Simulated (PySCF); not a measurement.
Isomers of C4H7F. Theory: PySCF 2.14.0, PBE0-D3(BJ)/def2-SVP geometry optimisation, gas phase. Energies are electronic, without zero-point or thermal terms, for one conformer each. No frequencies were run at this level. Point groups hold within 0.08 Å.

Question: Order them by energy at this level, lowest first, and give relative energies in kcal/mol.
A. `[CH3:1][CH2:2]/[CH:3]=[CH:4]\[F:5]` with C1–C2–C3–C4 -121°
B. `[CH2:1]=[C:2]([F:3])[CH2:4][CH3:5]` with C1–C2–C4–C5 -120°

Answer: B (0.0), A (3.6).

```json
{"SMILES": "C=C(F)CC", "E (Eh)": "-255.98889", "E rel (kcal/mol)": "0.0", "dipole (D)": "1.44", "point group": "C1", "A, B, C (MHz)": "8283, 3851, 2982"}
{"SMILES": "CC/C=C\\F", "E (Eh)": "-255.98321", "E rel (kcal/mol)": "3.6", "dipole (D)": "1.25", "point group": "C1", "A, B, C (MHz)": "12260, 2665, 2427"}
```

Q: How do the relative energies change in single points at PBE0/pcSseg-1 (no added dispersion term) on the same geometries?

A: 
```
  SMILES  PBE0-D3(BJ)/def2-SVP (kcal/mol)  PBE0/pcSseg-1 (kcal/mol)  shift
C=C(F)CC                              0.0                       0.0    0.0
CC/C=C\F                              3.6                       3.3   -0.3
```

Each column counts from its own lowest isomer. The order is unchanged; the largest shift is 0.3 kcal/mol.

Q: As an exercise, what shares would exp(−E/RT) give at 2000 K from these electronic energies alone (no entropy, no degeneracies)?

A: RT = 3.974 kcal/mol: C=C(F)CC 71.0 %, CC/C=C\F 29.0 %.
